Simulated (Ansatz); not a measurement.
**How the smallest direct gap on the k points sampled of trigonal Se moves with the method**

No measured value is used here.

| level (code) | value (eV) |
|---|---|
| LDA+SOC (Ansatz) | 1.00 |
| PBEsol+SOC (Ansatz) | ___ |
| RPBE (Ansatz) | 1.31 |
| r²SCAN+SOC (Ansatz) | ___ |
| HSE06+SOC (Ansatz) | 1.91 |
| r²SCAN0 (Ansatz) | 2.88 |
| G0W0@PBE (Ansatz) | 1.97 ± 0.08 |

Q: Fill in the missing entries.

A: 
- PBEsol+SOC (Ansatz, a first-principles code), value (eV): 1.06
- r²SCAN+SOC (Ansatz), value (eV): 1.39

Computed values are for a static lattice. Spin–orbit coupling is included only where a level's name says +SOC; with heavier elements it mostly lowers gaps and can invert bands.  A ± on a computed value is a rough bar: the spread of its extrapolation, a floor set from checks against published values, or a statistical error. Values are at the measured cell. Cutoffs and k meshes differ between the levels. Ansatz's density-functional and Hartree–Fock values are scalar-relativistic unless marked +SOC, with PAW data made under PBE.
